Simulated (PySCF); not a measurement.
# Gas-phase XPS of phosphabenzene, computed

Species: phosphabenzene, C5H5P.
Atom-mapped SMILES: `[cH:1]1[cH:2][cH:3][p:4][cH:5][cH:6]1`

Geometry (GFN2-xTB, Å), atoms numbered from 1 in this order:
```
atom  x, y, z in Å
C1    -0.0408    1.1433   -0.0593
C2    -1.2312    0.4339   -0.0233
C3    -1.2938   -0.9419    0.0430
P4     0.0733   -2.0081    0.0939
C5     1.3595   -0.8461    0.0395
C6     1.1977    0.5215   -0.0280
H7    -0.0799    2.2220   -0.1129
H8    -2.1601    0.9908   -0.0485
H9    -2.2697   -1.4120    0.0665
H10    2.3666   -1.2445    0.0611
H11    2.0837    1.1438   -0.0580
```

The calculation used delta-SCF UKS SCAN, pcX-2 on the ionised atom, pcseg-1 elsewhere, spin-free X2C (PySCF). These are vertical core ionisation energies against the vacuum level, from separate self-consistent calculations with and without the core hole.

Q: List the computed XPS lines with their assignment.

A: 
```json
{"atom(s)": "C1", "environment": "aromatic CH carbon", "level": "C 1s", "binding energy (eV)": "290.39", "2p1/2 (eV)": "–", "above the level's lowest (eV)": "+0.23", "count": "1"}
{"atom(s)": "C2/C6", "environment": "aromatic CH carbon", "level": "C 1s", "binding energy (eV)": "290.56", "2p1/2 (eV)": "–", "above the level's lowest (eV)": "+0.40", "count": "2"}
{"atom(s)": "C3/C5", "environment": "aromatic CH carbon", "level": "C 1s", "binding energy (eV)": "290.16", "2p1/2 (eV)": "–", "above the level's lowest (eV)": "0.00", "count": "2"}
{"atom(s)": "P4", "environment": "phosphorus bonded to 2 C", "level": "P 2p3/2", "binding energy (eV)": "135.88", "2p1/2 (eV)": "136.77", "above the level's lowest (eV)": "0.00", "count": "1"}
{"atom(s)": "P4", "environment": "phosphorus bonded to 2 C", "level": "P 1s", "binding energy (eV)": "2149.40", "2p1/2 (eV)": "–", "above the level's lowest (eV)": "0.00", "count": "1"}
```

Lowest listed C 1s: C3/C5, bonded to C (aromatic in the SMILES), H and P (aromatic in the SMILES). Highest, 0.40 eV above it: C2/C6, bonded to 2 C (aromatic in the SMILES) and H. The widest gap between neighbouring values is 0.23 eV, between 290.16 and 290.39 eV. Summing the Pauling electronegativity differences to the bonded atoms, each weighted by its formal bond order, gives -0.89 for the lowest site and -0.35 for the highest; no listed site has a larger sum than the highest.

Q: Which effective nuclear charge Zeff reproduces each element's mean 1s value in the hydrogen-like formula E = 13.606 eV × Zeff²?

A: C (Z = 6): mean 290.4 eV, Zeff = 4.62, Z − Zeff = 1.38; P (Z = 15): mean 2149.4 eV, Zeff = 12.57, Z − Zeff = 2.43. Means run over the listed sites, weighted by atom count.

Q: What is the longest wavelength that can ionise P 1s of P4 vertically?

A: λ = hc/E = 12398.42 eV Å / 2149.40 eV = 5.768 Å.

Atoms equivalent by their bonding share one computed value, that of the first of them. Spin–orbit coupling isn't in the SCF: each 2p doublet comes from a relaxed spin-free hole plus a matrix of the shell (mean-field spin–orbit coupling and the ground-state 2p splitting), with 2p3/2 averaged over its two sublevels. 2p1/2 minus 2p3/2 (ligand field included): P 0.89 eV. Isolated species at its GFN2-xTB geometry, gas phase.

The run took 26 s of wall time on an x86-64 server with one thread (shared host).
